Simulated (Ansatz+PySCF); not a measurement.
Values are calculated unless marked as measured or tabulated.
Input for Ansatz (development build ahead of 0.2.0):

```yaml
crystal:
  periodic: [false, false, false]
  atoms:
    - { symbol: C, position_ang: [0.0, 0.0, -0.15339] }
    - { symbol: H, position_ang: [0.0, 0.0, 0.92035] }
basis:
  gaussian: { orbitals: "6-31G" }
magnetization:
  initial_magnetization: 1
hamiltonian:
  xc: hf
correlation:
  method: mp2
  frozen_orbitals: { C: 1, H: 0 }
scf:
  omitted_lower_state_checks: [stability, starts, atomic_configurations, cluster_reference, orbital_swaps, given_window_search, neighbouring_geometries, increment]
```

The input is written out in the form of the current development build from the run's settings. Correlation on restricted open-shell orbitals is semicanonical, with singles.

The run gave:

```json
{"Converged": "yes", "Reference energy": "-38.24906 hartree", "Correlation energy": "-0.04467 hartree", "Total energy": "-38.29373 hartree", "Spin squared of the determinant": "0.750", "Occupied orbitals by symmetry in an Abelian subgroup (alpha; beta)": "3 A1 1 B1; 3 A1"}
```
